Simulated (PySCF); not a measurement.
# [NH4]+ (ammonium) at NEVPT2(8,8)/STO-3G

Aim: the energy change on altering one bond length of [NH4]+ (ammonium) at NEVPT2(8,8)/STO-3G, from 2 runs. Input form: a Python script.

Program for the calculation: PySCF 2.14.0.

15 further runs of the same task are left out: 2 that didn't finish, 13 set aside as unsound or not needed.

**1. The structure to begin with**

[NH4]+: 5 atoms, total charge +1, spin state singlet. As SMILES, `[NH4+]`. The coordinates come from a PBE0-D4/def2-TZVP relaxation.

Bond lengths: N1–H2 1.024 Å, N1–H3 1.024 Å, N1–H4 1.024 Å, N1–H5 1.024 Å. Angles: H2–N1–H3 109.5°, H2–N1–H4 109.5°, H2–N1–H5 109.5°, H3–N1–H4 109.5°, H3–N1–H5 109.5°, H4–N1–H5 109.5°.

**2. The energy at NEVPT2(8,8)/STO-3G**

input.py

```python
# [NH4+]
import numpy
from pyscf import gto, scf, mp, mcscf, mrpt

mol = gto.Mole()
mol.atom = [
    ('N', (0.000010, 0.000010, -0.000000)),
    ('H', (0.453330, -0.447860, 0.801010)),
    ('H', (-0.972430, 0.216180, 0.235210)),
    ('H', (0.023940, -0.633460, -0.803650)),
    ('H', (0.495160, 0.865130, -0.232580)),
]
mol.basis = 'sto-3g'
mol.max_memory = 1860
mol.verbose = 3
mol.charge = 1
mol.build()

myscf = scf.RHF(mol)
myscf.conv_tol = 1e-10
myscf.kernel()
if not myscf.converged:
    myscf = myscf.newton().run(myscf.mo_coeff, myscf.mo_occ)

pt = mp.MP2(scf.addons.convert_to_uhf(myscf)).run()
noons, natorbs = mcscf.addons.make_natural_orbitals(pt)
print('natural occupations', numpy.round(noons[:40], 4))
cas = mcscf.CASSCF(myscf, 8, 8)
cas.fix_spin_(ss=0.0)
cas.natorb = True
cas.kernel(natorbs)
e_pt2 = mrpt.NEVPT(cas).kernel()
e_tot = cas.e_tot + e_pt2
print('Final energy', e_tot)
```

On the command line:

```
$ OMP_NUM_THREADS=1 python input.py
```

Output:

```text
converged SCF energy = -55.8672499687988
E(UMP2) = -55.9286254479222  E_corr = -0.0613754791234421
E(SCS-UMP2) = -55.9361607242789  E_corr = -0.0689107554801921
natural occupations [2.     1.9925 1.9878 1.9878 1.9878 0.0116 0.0116 0.0116 0.0093]
CASSCF energy = -55.9477785049210
CASCI E = -55.9477785049210  E(CI) = -23.9563877344755  S^2 = 0.0000000
Sr    (-1)',   E = -0.00000000000000
Si    (+1)',   E = -0.00017286678894
Sijrs (0)  ,   E = 0.00000000000000
Sijr  (+1) ,   E = -0.00000000000000
Srsi  (-1) ,   E = -0.00000000000000
Srs   (-2) ,   E = 0.00000000000000
Sij   (+2) ,   E = -0.00006524355564
Sir   (0)' ,   E = -0.00000000000000
Nevpt2 Energy = -0.000238110344577
Final energy -55.94801661526558
```

It took 1.8 s on 1 thread of Arm Neoverse V2, shared host; peak memory 0.13 GiB.

**3. The distorted shape at the same level**

start.xyz

```xyz
5

N     -0.396096    -0.692061     0.186057
H      0.057224    -1.139931     0.987067
H     -1.368536    -0.475891     0.421267
H     -0.372166    -1.325531    -0.617593
H      0.495160     0.865130    -0.232580
```

run.py

```python
import numpy
from pyscf import gto, scf, mp, mcscf, mrpt

mol = gto.M(
    atom='start.xyz',
    verbose=3,
    charge=1,
    basis='sto-3g',
    max_memory=1860,
)

mf = scf.RHF(mol)
mf.conv_tol = 1e-10
mf.kernel()
if not mf.converged:
    mf = mf.newton().run(mf.mo_coeff, mf.mo_occ)

pt = mp.MP2(scf.addons.convert_to_uhf(mf)).run()
noons, natorbs = mcscf.addons.make_natural_orbitals(pt)
print('natural occupations', numpy.round(noons[:40], 4))
cas = mcscf.CASSCF(mf, 8, 8)
cas.fix_spin_(ss=0.0)
cas.natorb = True
cas.kernel(natorbs)
e_pt2 = mrpt.NEVPT(cas).kernel()
energy = cas.e_tot + e_pt2
print('E(%s) = %.9f' % ('NEVPT2', energy))
```

On the command line:

```
$ OMP_NUM_THREADS=1 python run.py
```

Output:

```text
converged SCF energy = -55.6695378665297
E(UMP2) = -55.7585772630304  E_corr = -0.0890393965006379
E(SCS-UMP2) = -55.7689913893542  E_corr = -0.0994535228244659
natural occupations [2.     1.9912 1.9853 1.9853 1.9385 0.0606 0.0141 0.0141 0.011 ]
CASSCF energy = -55.7947181813123
CASCI E = -55.7947181813123  E(CI) = -22.3696638690314  S^2 = 0.0000000
Sr    (-1)',   E = -0.00000000000000
Si    (+1)',   E = -0.00013397741857
Sijrs (0)  ,   E = 0.00000000000000
Sijr  (+1) ,   E = -0.00000000000000
Srsi  (-1) ,   E = -0.00000000000000
Srs   (-2) ,   E = 0.00000000000000
Sij   (+2) ,   E = -0.00005053007071
Sir   (0)' ,   E = -0.00000000000000
Nevpt2 Energy = -0.000184507489285
E(NEVPT2) = -55.794902689
```

It took 1.8 s on 1 thread of Arm Neoverse V2, shared host; peak memory 0.13 GiB.

**4. Summary of results**

At NEVPT2(8,8)/STO-3G:

| quantity | value |
| --- | --- |
| first shape: total energy | -55.94802 Eh |
| first shape: HOMO energy (Hartree–Fock orbitals) | -27.40 eV |
| first shape: LUMO energy (Hartree–Fock orbitals) | 6.39 eV |
| first shape: HOMO–LUMO gap (Hartree–Fock orbitals) | 33.79 eV |
| distorted shape: total energy | -55.79490 Eh |
| distorted shape: HOMO energy (Hartree–Fock orbitals) | -20.24 eV |
| distorted shape: LUMO energy (Hartree–Fock orbitals) | -5.10 eV |
| distorted shape: HOMO–LUMO gap (Hartree–Fock orbitals) | 15.14 eV |
| energy change with the N1–H5 bond stretched from 1.024 to 1.842 Å | 4.166 eV |

In words: With the N1–H5 bond stretched from 1.024 to 1.842 Å the energy rises by 4.17 eV (402 kJ/mol). The first shape isn't relaxed at this level, so the change isn't measured from a minimum. The minimal basis adds a large error of its own. Mulliken charges (first shape) of the mean-field density run from -0.43 on N1 to +0.36 on H2. Mulliken charges (distorted shape) of the mean-field density run from -0.38 on N1 to +0.47 on H5.
